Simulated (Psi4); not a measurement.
# CH5NSi (SMILES C[Si]N): a chain of runs

Wanted: a geometry optimisation (singlet CH5NSi, B3LYP-D4/aug-cc-pVDZ), then a single-point energy (doublet CH5NSi+, UB3LYP-D4/aug-cc-pVDZ), then a structure relaxation (doublet CH5NSi+, UB3LYP-D4/aug-cc-pVDZ), then the energy (singlet CH5NSi, B3LYP-D4/aug-cc-pVDZ) of CH5NSi. 

Program for the calculation: Psi4 1.11.

### Step 1. The structure to begin with

CH5NSi: 8 atoms, total charge 0, spin state singlet. SMILES: `C[Si]N`. All atoms were displaced at random from a relaxed shape. The run starts from this shape.

Bond lengths: C1–Si2 1.984 Å, Si2–N3 1.700 Å, C1–H4 0.922 Å, C1–H5 1.207 Å, C1–H6 1.041 Å, N3–H7 1.100 Å, N3–H8 1.135 Å. Angles: C1–Si2–N3 95.4°, Si2–C1–H4 113.6°, Si2–C1–H5 109.4°, Si2–C1–H6 101.7°, Si2–N3–H7 125.3°, Si2–N3–H8 130.4°, H4–C1–H5 113.7°, H4–C1–H6 117.4°, H5–C1–H6 99.5°, H7–N3–H8 102.7°.

### Step 2. A structure relaxation at B3LYP-D4/aug-cc-pVDZ (density fitting) (run 1)

The input, calc.in:

```
memory 1.6 GB

molecule m {
  0 1
  C     -0.696760     0.763852    -0.591321
  Si     0.962221     0.693801     0.494679
  N      0.975614    -0.998302     0.655085
  H     -0.942796    -0.051743    -0.943274
  H     -0.598613     1.639328    -1.416807
  H     -1.360486     1.221706     0.066816
  H      1.655885    -1.570301     1.302616
  H      0.196218    -1.770950     0.366900
}

set basis aug-cc-pVDZ

optimize("b3lyp-d4")
```

Command:

```console
$ psi4 -i calc.in -o calc.out -n 1
```

calc.out:

```text
[...]
  Running in c1 symmetry.
[...]
  Nuclear repulsion =   99.034103725315163
[...]
  Multiplicity = 1
[...]
  Nalpha       = 16
  Nbeta        = 16
[...]
    Number of basis functions: 118
[...]
   @DF-RKS iter   1:  -384.67770550632963   -7.68816e-02   9.80511e-03 ADIIS/DIIS
[...]
   @DF-RKS iter   8:  -385.39741972747953   -2.89901e-12   2.49907e-09 DIIS
[...]
  @DF-RKS Final Energy:  -385.39741972747953
   => Energetics <=
    Nuclear Repulsion Energy =             99.0284756105601787
    One-Electron Energy =                -726.4863026253713087
    Two-Electron Energy =                 270.3939358017783547
    DFT Exchange-Correlation Energy =     -28.3256765867251410
    Empirical Dispersion Energy =          -0.0078519277216613
    VV10 Nonlocal Energy =                  0.0000000000000000
    Total Energy =                       -385.3974197274795301
[...]
 Multipole Moments:
 ------------------------------------------------------------------------------------
     Multipole            Electronic (a.u.)      Nuclear  (a.u.)        Total (a.u.)
 ------------------------------------------------------------------------------------
 L = 1.  Multiply by 2.5417464519 to convert [e a0] to [Debye]
 Dipole X            :          3.3756389           -3.6719523           -0.2963134
 Dipole Y            :          0.9126706           -1.5320349           -0.6193643
 Dipole Z            :          1.5887626           -1.6105141           -0.0217516
 Magnitude           :                                                    0.6869402
[...]
  -Total Gradient:
     Atom            X                  Y                   Z
    ------   -----------------  -----------------  -----------------
       1       -0.000031387061     0.000074756845    -0.000017211809
       2       -0.000009043238     0.000017989146    -0.000000300188
       3        0.000031052054     0.000031523407     0.000008881522
       4       -0.000021295825    -0.000079983038    -0.000026176864
       5        0.000016427089     0.000005415435    -0.000000923532
       6        0.000002066126    -0.000007772682     0.000016237935
       7        0.000002477670     0.000007071736    -0.000009027088
       8       -0.000008943547     0.000008761579    -0.000004072576
[...]
```

Standard output:

```text
Optimizer: Optimization complete!
```

Run time: 3.1 min. Hardware: 1 thread of AMD EPYC 7R43 (Zen 3), shared host; peak memory 0.94 GiB.

The path in brief:

| step | energy from the first frame kept (eV) | largest force (eV/Å) |
| --- | --- | --- |
| 0 | 0.0000 | 11.6709 |
| 1 | -1.3435 | 2.6032 |
| 2 | -1.4682 | 0.7660 |
| 3 | -1.4833 | 0.3087 |
| 4 | -1.4849 | 0.1114 |
| 5 | -1.4852 | 0.0546 |
| 6 | -1.4853 | 0.0149 |
| 7 | -1.4854 | 0.0121 |
| 8 | -1.4855 | 0.0206 |
| 9 | -1.4856 | 0.0157 |
| 10 | -1.4856 | 0.0045 |

After the run. Bond lengths: C1–Si2 1.929 Å, Si2–N3 1.744 Å, C1–H4 1.102 Å, C1–H5 1.100 Å, C1–H6 1.105 Å, N3–H7 1.013 Å, N3–H8 1.016 Å. Angles: C1–Si2–N3 98.0°, Si2–C1–H4 114.4°, Si2–C1–H5 111.4°, Si2–C1–H6 108.0°, Si2–N3–H7 121.9°, Si2–N3–H8 126.1°, H4–C1–H5 108.7°, H4–C1–H6 107.7°, H5–C1–H6 106.3°, H7–N3–H8 112.1°.

### Step 3. The doublet cation: the energy at UB3LYP-D4/aug-cc-pVDZ (density fitting) (run 2)

The input, job.py:

```python
import psi4

psi4.set_memory('1600 MB')
psi4.set_num_threads(1)
psi4.core.set_output_file('run.log', False)

m = psi4.geometry("""
1 2
C     -0.662889     0.846938    -0.552828
Si     0.994773     0.673376     0.418588
N      0.898592    -1.034088     0.759810
H     -0.995290    -0.076775    -1.052853
H     -0.607910     1.651908    -1.300754
H     -1.449376     1.142519     0.164843
H      1.607578    -1.511923     1.302629
H      0.158445    -1.662771     0.461240
units angstrom
""")

psi4.set_options({
    'basis': 'aug-cc-pVDZ',
    'reference': 'uks',
})

result, w = psi4.energy("b3lyp-d4", molecule=m, return_wfn=True)
print(f'total energy {result:.8f} hartree = {result * 27.211386:.5f} eV')
for k, v in sorted(psi4.core.scalar_variables().items()):
    print(f'{k:45s} {v:18.10f}')
```

Command:

```console
$ python job.py
```

run.log:

```text
[...]
  Running in c1 symmetry.
[...]
  Nuclear repulsion =   99.028476832522514
[...]
  Multiplicity = 2
[...]
  Nalpha       = 16
  Nbeta        = 15
[...]
    Number of basis functions: 118
[...]
   @DF-UKS iter   1:  -384.51185690408136    1.41966e-01   9.14117e-03 ADIIS/DIIS
[...]
   @DF-UKS iter  11:  -385.08790633670594   -4.14551e-08   3.93183e-07 DIIS
[...]
   @S^2 Observed:                7.559944450E-01
[...]
    Orbital Energies [Eh]
    ---------------------
    Alpha Occupied:
       1A    -66.449177     2A    -14.560261     3A    -10.408108
       4A     -5.584298     5A     -3.945062     6A     -3.943987
       7A     -3.939875     8A     -1.079796     9A     -0.922026
      10A     -0.746703    11A     -0.717683    12A     -0.629865
      13A     -0.617149    14A     -0.584584    15A     -0.511386
      16A     -0.509996
    Alpha Virtual:
      17A     -0.299853    18A     -0.204565    19A     -0.166649
      20A     -0.130193    21A     -0.123880    22A     -0.113176
      23A     -0.104842    24A     -0.091430    25A     -0.084781
[...]
  @DF-UKS Final Energy:  -385.08790633670594
   => Energetics <=
    Nuclear Repulsion Energy =             99.0284768325225144
    One-Electron Energy =                -718.4331444653297467
    Two-Electron Energy =                 262.4149019195760388
    DFT Exchange-Correlation Energy =     -28.0916533865520854
    Empirical Dispersion Energy =          -0.0064872369226556
    VV10 Nonlocal Energy =                  0.0000000000000000
    Total Energy =                       -385.0879063367059416
[...]
 Multipole Moments:
 ------------------------------------------------------------------------------------
     Multipole            Electronic (a.u.)      Nuclear  (a.u.)        Total (a.u.)
 ------------------------------------------------------------------------------------
 L = 1.  Multiply by 2.5417464519 to convert [e a0] to [Debye]
 Dipole X            :          3.7778764           -3.6719520            0.1059244
 Dipole Y            :          1.5593928           -1.5320345            0.0273583
 Dipole Z            :          1.6945100           -1.6105136            0.0839964
 Magnitude           :                                                    0.1379270
[...]
```

The script printed:

```text
total energy -385.08790634 hartree = -10478.77566 eV
B3LYP-D4(BJ,EEQ)ATM DISPERSION CORRECTION ENERGY      -0.0064872369
CURRENT ENERGY                                   -385.0879063367
CURRENT REFERENCE ENERGY                         -385.0879063367
DD SOLVATION ENERGY                                 0.0000000000
DFT FUNCTIONAL TOTAL ENERGY                      -385.0814190998
DFT TOTAL ENERGY                                 -385.0879063367
DFT VV10 ENERGY                                     0.0000000000
DFT XC ENERGY                                     -28.0916533866
DISPERSION CORRECTION ENERGY                       -0.0064872369
GRID ELECTRONS ALPHA                               15.9999960596
GRID ELECTRONS BETA                                14.9999948204
GRID ELECTRONS TOTAL                               30.9999908800
NUCLEAR REPULSION ENERGY                           99.0284768325
ONE-ELECTRON ENERGY                              -718.4331444653
PCM POLARIZATION ENERGY                             0.0000000000
PE ENERGY                                           0.0000000000
SCF ITERATION ENERGY                             -385.0879063367
SCF ITERATIONS                                     11.0000000000
SCF TOTAL ENERGY                                 -385.0879063367
TWO-ELECTRON ENERGY                               262.4149019196
XC GRID RADIAL POINTS                              75.0000000000
XC GRID SPHERICAL POINTS                          302.0000000000
XC GRID TOTAL POINTS                           174561.0000000000
```

Run time: 37 s. Hardware: 1 thread of AMD EPYC 7R43 (Zen 3), shared host; peak memory 0.87 GiB.

### Step 4. The doublet cation: a structure relaxation at UB3LYP-D4/aug-cc-pVDZ (density fitting) (run 3)

The input, input.inp:

```
memory 1600 mb

molecule m {
  1 2
  C
  Si 1 1.929149
  N 2 1.74388 1 98.00305
  H 1 1.101708 2 114.35335 3 -26.66862
  H 1 1.100178 4 108.66245 2 125.17016
  H 1 1.10498 5 106.3428 4 -115.70654
  H 3 1.012739 2 121.88642 1 -178.0685
  H 3 1.015974 7 112.05873 2 -179.78716
  symmetry c1
}

set {
  basis     aug-cc-pVDZ
  reference uks
}

opt('b3lyp-d4')
```

Command:

```console
$ psi4 input.inp input.out -n 1
```

input.out:

```text
[...]
  Running in c1 symmetry.
[...]
  Nuclear repulsion =   99.028477062123955
[...]
  Multiplicity = 2
[...]
  Nalpha       = 16
  Nbeta        = 15
[...]
    Number of basis functions: 118
[...]
   @DF-UKS iter   1:  -384.51185671675614    1.41967e-01   9.14118e-03 DIIS/ADIIS
[...]
   @DF-UKS iter   9:  -385.10419566154962   -4.09273e-12   4.14306e-09 DIIS
[...]
   @S^2 Observed:                7.537932335E-01
[...]
  @DF-UKS Final Energy:  -385.10419566154962
   => Energetics <=
    Nuclear Repulsion Energy =             99.9168524012851691
    One-Electron Energy =                -720.1796247173442680
    Two-Electron Energy =                 263.2854996682515889
    DFT Exchange-Correlation Energy =     -28.1206425618510352
    Empirical Dispersion Energy =          -0.0062804518910837
    VV10 Nonlocal Energy =                  0.0000000000000000
    Total Energy =                       -385.1041956615496247
[...]
 Multipole Moments:
 ------------------------------------------------------------------------------------
     Multipole            Electronic (a.u.)      Nuclear  (a.u.)        Total (a.u.)
 ------------------------------------------------------------------------------------
 L = 1.  Multiply by 2.5417464519 to convert [e a0] to [Debye]
 Dipole X            :         -0.0016029            0.0021955            0.0005926
 Dipole Y            :          1.5808635           -1.7642414           -0.1833779
 Dipole Z            :          3.0403453           -2.9725344            0.0678110
 Magnitude           :                                                    0.1955150
[...]
  -Total Gradient:
     Atom            X                  Y                   Z
    ------   -----------------  -----------------  -----------------
       1       -0.000004154365     0.000134892461    -0.000019528726
       2        0.000022741512    -0.000022536023     0.000073568269
       3       -0.000006108474     0.000005047436    -0.000041538837
       4        0.000002179768    -0.000037370941     0.000024205947
       5       -0.000003456672    -0.000061458118     0.000023922178
       6       -0.000006045684    -0.000047681189     0.000028894006
       7       -0.000013287956    -0.000012926526     0.000015022247
       8        0.000008251666    -0.000022291477     0.000025379647
[...]
```

On the terminal:

```text
Optimizer: Optimization complete!
```

Wall time 6.8 min (1 thread of AMD EPYC 7R43 (Zen 3), shared host); peak memory 0.94 GiB.

Step by step:

| step | energy from the first frame kept (eV) | largest force (eV/Å) |
| --- | --- | --- |
| 0 | 0.0000 | 3.2106 |
| 1 | -0.3962 | 1.0160 |
| 2 | -0.4374 | 0.2026 |
| 3 | -0.4409 | 0.0609 |
| 4 | -0.4421 | 0.0339 |
| 5 | -0.4422 | 0.0250 |
| 6 | -0.4424 | 0.0160 |
| 7 | -0.4426 | 0.0242 |
| 8 | -0.4429 | 0.0469 |
| 9 | -0.4431 | 0.0387 |
| 10 | -0.4432 | 0.0178 |
| 11 | -0.4433 | 0.0026 |
| 12 | -0.4433 | 0.0070 |

After the run. Bond lengths: C1–Si2 1.878 Å, Si2–N3 1.679 Å, C1–H4 1.102 Å, C1–H5 1.095 Å, C1–H6 1.102 Å, N3–H7 1.017 Å, N3–H8 1.020 Å. Angles: C1–Si2–N3 118.9°, Si2–C1–H4 107.2°, Si2–C1–H5 111.2°, Si2–C1–H6 107.2°, Si2–N3–H7 123.0°, Si2–N3–H8 124.3°, H4–C1–H5 110.3°, H4–C1–H6 110.4°, H5–C1–H6 110.4°, H7–N3–H8 112.7°.

### Step 5. The energy at B3LYP-D4/aug-cc-pVDZ (density fitting) (run 4)

The input, ch5nsi.xyz:

```xyz
8
CH5NSi
C     -0.783214     0.790097    -0.605269
Si     0.830686     0.621117     0.340502
N      1.267193    -0.886997     0.934829
H     -0.711558     0.137308    -1.489947
H     -0.955952     1.827842    -0.910639
H     -1.589321     0.446198     0.062369
H      2.126271    -1.051077     1.454633
H      0.710214    -1.733549     0.818956
```

The input, run.py:

```python
import psi4

psi4.set_memory(1600000000)
psi4.set_num_threads(1)
psi4.core.set_output_file('run.log', False)

with open('ch5nsi.xyz') as f:
    atoms = ''.join(f.readlines()[2:])
geom = psi4.geometry('0 1\n' + atoms + 'symmetry c1')

psi4.set_options({
    'basis': 'aug-cc-pVDZ',
})

result, w = psi4.energy("b3lyp-d4", molecule=geom, return_wfn=True)
print(f'total energy {result:.8f} hartree = {result * 27.211386:.5f} eV')
```

Command:

```console
$ python run.py
```

run.log:

```text
[...]
  Running in c1 symmetry.
[...]
  Nuclear repulsion =   99.916836452766759
[...]
  Multiplicity = 1
[...]
  Nalpha       = 16
  Nbeta        = 16
[...]
    Number of basis functions: 118
[...]
   @DF-RKS iter   1:  -384.76237362045907   -4.29696e-02   9.60880e-03 ADIIS/DIIS
[...]
   @DF-RKS iter   9:  -385.37803156065388   -1.75133e-08   1.68492e-07 DIIS
[...]
    Orbital Energies [Eh]
    ---------------------
    Doubly Occupied:
       1A    -66.133626     2A    -14.339976     3A    -10.171993
       4A     -5.276145     5A     -3.637789     6A     -3.633520
       7A     -3.630191     8A     -0.871793     9A     -0.703315
      10A     -0.514496    11A     -0.510679    12A     -0.416624
      13A     -0.412135    14A     -0.365755    15A     -0.306619
      16A     -0.186989
[...]
  @DF-RKS Final Energy:  -385.37803156065388
   => Energetics <=
    Nuclear Repulsion Energy =             99.9168364527667592
    One-Electron Energy =                -728.0825372841045464
    Two-Electron Energy =                 271.1407866328413547
    DFT Exchange-Correlation Energy =     -28.3455146534805280
    Empirical Dispersion Energy =          -0.0076027086769673
    VV10 Nonlocal Energy =                  0.0000000000000000
    Total Energy =                       -385.3780315606538807
[...]
 Multipole Moments:
 ------------------------------------------------------------------------------------
     Multipole            Electronic (a.u.)      Nuclear  (a.u.)        Total (a.u.)
 ------------------------------------------------------------------------------------
 L = 1.  Multiply by 2.5417464519 to convert [e a0] to [Debye]
 Dipole X            :          2.4923976           -2.8645559           -0.3721583
 Dipole Y            :          0.5037912           -1.4550755           -0.9512843
 Dipole Z            :          1.2862687           -1.2749844            0.0112844
 Magnitude           :                                                    1.0215531
[...]
```

On the terminal:

```text
total energy -385.37803156 hartree = -10486.67037 eV
```

Run time: 19 s. Hardware: 1 thread of AMD EPYC 7R43 (Zen 3), shared host; peak memory 0.85 GiB.

### Step 6. What came out

| quantity | value |
| --- | --- |
| run 1, B3LYP-D4/aug-cc-pVDZ: total energy at the end | -385.39742 Eh |
| run 1, B3LYP-D4/aug-cc-pVDZ: dipole moment | 1.75 D |
| run 1, B3LYP-D4/aug-cc-pVDZ: HOMO energy | -6.01 eV |
| run 1, B3LYP-D4/aug-cc-pVDZ: LUMO energy | -1.51 eV |
| run 1, B3LYP-D4/aug-cc-pVDZ: HOMO–LUMO gap | 4.50 eV |
| run 1, B3LYP-D4/aug-cc-pVDZ: dispersion energy | -20.62 kJ/mol |
| doublet cation, run 2: total energy | -385.08791 Eh |
| doublet cation, run 2: HOMO energy (highest over α and β) | -13.88 eV |
| doublet cation, run 2: LUMO energy (lowest over α and β) | -10.74 eV |
| doublet cation, run 2: dispersion energy | -17.03 kJ/mol |
| doublet cation, run 2: ⟨S²⟩ | 0.756 |
| doublet cation, run 3: total energy at the end | -385.10420 Eh |
| doublet cation, run 3: HOMO energy (highest over α and β) | -12.97 eV |
| doublet cation, run 3: LUMO energy (lowest over α and β) | -9.73 eV |
| doublet cation, run 3: dispersion energy | -16.49 kJ/mol |
| doublet cation, run 3: ⟨S²⟩ | 0.754 |
| run 4, B3LYP-D4/aug-cc-pVDZ: total energy | -385.37803 Eh |
| run 4, B3LYP-D4/aug-cc-pVDZ: dipole moment | 2.60 D |
| run 4, B3LYP-D4/aug-cc-pVDZ: HOMO energy | -5.09 eV |
| run 4, B3LYP-D4/aug-cc-pVDZ: LUMO energy | -1.28 eV |
| run 4, B3LYP-D4/aug-cc-pVDZ: HOMO–LUMO gap | 3.81 eV |
| run 4, B3LYP-D4/aug-cc-pVDZ: dispersion energy | -19.96 kJ/mol |
| adiabatic ionisation energy (to the doublet cation, no zero-point term) | 7.979 eV |

In words: The adiabatic ionisation energy (to the doublet cation, no zero-point term) is 7.98 eV (770 kJ/mol). The optimisation (run 1, B3LYP-D4/aug-cc-pVDZ) took 11 steps and changed the energy by -1.486 eV. The optimisation (doublet cation, run 3) took 13 steps and changed the energy by -0.443 eV.
